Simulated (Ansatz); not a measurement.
We consider fcc Ag, described by revPBE in Ansatz (PAW).

Numerical settings: plane-wave cutoff 520 eV, 24×24×24 k mesh, Fermi–Dirac smearing 0.05 eV, no spin polarisation, scalar-relativistic PAW data made under PBE.

Computed at the level's own relaxed cell.

**Question.** Predict the equilibrium volume per atom, bulk modulus B0, equilibrium lattice constant a and pressure derivative B′ of the bulk modulus.

**Answer.** 
- equilibrium volume per atom: 18.42 Å³/atom
- bulk modulus B0: 79.0 GPa
- equilibrium lattice constant a: 4.192 Å
- pressure derivative B′ of the bulk modulus: 5.9

The run finds no gap.

Measured, for comparison: equilibrium volume per atom 16.76 Å³/atom (static lattice: zero-point anharmonic expansion removed; as tabulated in Mejia-Rodriguez and Trickey (2018), arXiv:1807.09216); bulk modulus 110 GPa (corrected for temperature and zero-point phonon effects, our sources range from 104 to 111; as tabulated in Levämäki et al. (2014), arXiv:1402.3671); lattice constant a 4.062 Å (static lattice: zero-point anharmonic expansion removed, our sources range from 4.056 to 4.063; as tabulated in Mejia-Rodriguez and Trickey (2018), arXiv:1807.09216). Computed (rounded) less measured: equilibrium volume per atom +9.9 %, bulk modulus -28 % (-24 % to -29 % over the range), lattice constant a +3.2 % (+3.2 % to +3.4 % over the range).

Ansatz is a first-principles code.
